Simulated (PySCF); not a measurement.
# C2H5NO ((E)-acetaldoxime): the cost of one run

Programs: PySCF 2.14.0, with density-fitted response routines of our own. Each step states its level of theory. These are calculated values for one molecule, in the gas phase or a continuum, unless marked as measured. Atoms count from 0, in the outputs and in this text.

## Step 1: The starting structure

9 atoms, charge 0, multiplicity 1; geometry from: GFN2-xTB. The atoms were then displaced at random by about 0.01 Å, so the start is not that level's minimum.

Bonds of the start (Å): C0–C1 1.46, C1–N2 1.25, N2–O3 1.44, C0–H4 1.08, C0–H5 1.10, C0–H6 1.11, C1–H7 1.09, O3–H8 0.96.

## Step 2: Relaxing the molecule at PBE0-D3(BJ)/def2-SVP

The job: settings as JSON, then the geometry in Å.

```
{"job": {"xc": "PBE0", "basis": "def2-SVP", "d3": "d3bj", "grid": 1, "shake": 0.01, "kind": "geom"}, "charge": 0, "multiplicity": 1}
C     -1.305140    -0.003470    -0.119000
C      0.019500    -0.196130    -0.701530
N      1.018810     0.263700    -0.116610
O      2.297640     0.017700    -0.728180
H     -1.803160    -0.945900     0.058030
H     -1.257510     0.589390     0.800620
H     -1.937900     0.563620    -0.832980
H      0.113060    -0.743650    -1.639990
H      2.912510     0.437580    -0.122970
```

Run with:

```console
OMP_NUM_THREADS=1 python probes_run.py task.json out
```

The driver reads the jobs from task.json and runs them one after another.

**Question.** How long does this first job take on 1 thread of Arm Neoverse N1, shared host, and how much memory does it need?

About 25 s, with a peak of 0.34 GiB.
